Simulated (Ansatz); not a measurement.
How far each method lies from RCCSDTQ for BGeH3 (H-bridged), singlet

Geometry: a PBE0/def2-TZVP stationary point for this spin, not checked as a minimum.

```csv
atom,x (Å),y (Å),z (Å)
Ge,-0.0022,0.0000,0.3187
B,-0.0666,0.0000,-1.6292
H,1.1607,0.0000,-1.0289
H,-0.1421,-1.0387,-2.2309
H,-0.1421,1.0387,-2.2309
```

Basis cc-pVDZ; Ansatz 0.2.0. Only valence electrons are correlated (noble-gas cores and the filled d shells of p-block atoms frozen), which leaves 10 electrons in 41 orbitals. Prefix R: restricted or restricted open-shell reference; prefix U: unrestricted. Active spaces: valence = (10e, 11o) chosen from the atoms' valence shells; pair = (2e, 2o) about the gap. No spin–orbit coupling is included, and no scalar relativity.

Full CI isn't at hand for all of this; RCCSDTQ serves as the reference, and is uncertain by the last step of the cluster series or more. The frozen core follows each run's orbitals, which can shift R against U totals by a few meV for light atoms and by up to 0.1 eV past Ca.

```
UHF ⟨S²⟩                          : 0.161
T1 diagnostic (RCCSD)             : 0.0163
largest doubles amplitude (RCCSD) : 0.063
```

```tsv
level	E − E(RHF) (eV)
RMP2	-4.8018
RCCSD	-5.7782
RCCSD(T)	-5.9658
```

Estimate how far RCCSDTQ in cc-pVDZ lies from RCCSD(T). The table doesn't fix it; the size of (T) and the diagnostics are the guide.

RCCSDTQ in cc-pVDZ lies 3.8 kJ/mol below RCCSD(T), which is 21 % of the (T) step (-18.1 kJ/mol). RHF is unstable towards spin polarisation, but (T) still catches most of what CCSD lacks.

The other levels:

```csv
level,E − E(RCCSDTQ) (kJ/mol),share of correlation (%),wall time
CISD,66.7,88.48,0.91 s
BCCD(T),3.7,99.35,0.89 s
RCCSDT,1.1,99.81,–
RCCSDT(Q),0.0,99.99,6 s
CASSCF (pair space),538.6,7.05,–
NEVPT2 (pair space),116.2,79.94,2.4 s
CASSCF (valence space),326.5,43.66,–
NEVPT2 (valence space),87.7,84.86,3.9 s (H100)
MRCISD (valence space),22.1,96.18,–
MRCISD+Q (valence space),3.0,99.49,6 s (H100)
```

The correlation energy at RCCSDTQ, counted from RHF, is -6.006 eV. That run took 11 s on 2 threads of AMD EPYC 7R13 with a shared H100 80 GB, shared host.

Run but not shown, since their state, orbitals or frozen core can't be matched to the reference's or they repeat it: UHF.

Times hold each run's SCF and search for its determinant on a shared host, so for small cases they say little of a method's own cost; rows without a card ran on 1 thread of AMD EPYC 7R13.

Natural occupations of CASSCF (valence space) about the gap: 1.982 1.976 1.976 1.951 1.933 0.055 0.045 0.023 0.020 0.020; effectively unpaired electrons, Σ n²(2−n)², 0.06.
